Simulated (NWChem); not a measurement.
System: hydrogen sulfide (H$_{2}$S); SMILES S

Computed with NWChem. Pople sets run with spherical d functions. All runs use the structure optimised with PBE0/def2-SVP. Computed dipoles belong to the equilibrium geometry; the measured one is vibrationally averaged.

Measured dipole moment: 0.97 D (NIST CCCBDB, as tabulated in the package chemicals).

| level | dipole moment (D) | computed − measured |
|---|---|---|
| B3LYP/STO-3G | 1.00 | +0.03 |
| B3LYP/3-21G | 1.80 | +0.83 |
| B3LYP/6-31G* | 1.42 | +0.45 |
| B3LYP/6-31+G* | 1.44 | +0.47 |
| B3LYP/def2-SVP | 1.24 | +0.27 |
| B3LYP/def2-SVPD | 1.01 | +0.04 |
| B3LYP/def2-TZVP | 1.11 | +0.14 |
| B3LYP/6-311++G** | 1.35 | +0.38 |
| B3LYP/aug-cc-pVTZ | 0.99 | +0.02 |
